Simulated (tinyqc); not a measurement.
Starting guesses with plain Roothaan steps: SCF starting guesses in the sto-3g basis, for H2O, spin multiplicity 1. Computed by the program tinyqc with PySCF. 

Geometry (angstrom):
```
atom       x        y       z
O     0.0000   0.0000  0.0000
H     0.0000   0.9480  0.5670
H     0.0000  -0.9400  0.5620
```

lowest restricted solution found by these runs and by PySCF = -74.926849 hartree

RHF with one setting changed at a time; a run stops when the energy changes by less than 1e-09 hartree and the error matrix is below 1e-5. Starts: the lowest orbitals of the core Hamiltonian, of the Wolfsberg-Helmholz matrix (K = 1.75), projected atomic densities, random orbitals, and the highest orbitals of the core Hamiltonian (a deliberately bad start).

Largest element of the error matrix X^T (FDS - SDF) X:
```
iteration     core  Wolfsberg-Helmholz  atomic densities   random  highest core orbitals
1          5.9e-01             4.8e-01           9.9e-01  1.5e+01                3.3e-01
2          2.1e-01             1.2e-01           2.0e-01  6.4e-01                6.5e-01
3          5.3e-02             3.8e-02           2.9e-02  1.2e-01                1.5e-01
4          1.5e-02             1.5e-02           4.6e-03  2.9e-02                3.7e-02
5          6.4e-03             5.9e-03           1.5e-03  1.1e-02                9.6e-03
6          2.9e-03             2.6e-03           4.9e-04  5.7e-03                3.7e-03
8          6.9e-04             5.5e-04           8.4e-05  1.6e-03                8.3e-04
10         1.7e-04             1.3e-04           1.8e-05  4.8e-04                2.0e-04
14         9.8e-06             7.6e-06                 -  4.0e-05                1.2e-05
```

How each run ends:
```
run                    iterations  E (hartree)         state
core                           15   -74.926849  lowest found
Wolfsberg-Helmholz             14   -74.926849  lowest found
atomic densities               12   -74.926849  lowest found
random                         17   -74.926849  lowest found
highest core orbitals          15   -74.926849  lowest found
```

5 of 5 runs reach the lowest restricted solution found, in 12 to 17 iterations (fastest: atomic densities). The first errors are 6e-01, 5e-01, 1e+00, 2e+01, 3e-01; the deliberately bad start has the smallest one, so a small first error does not mark a good start.
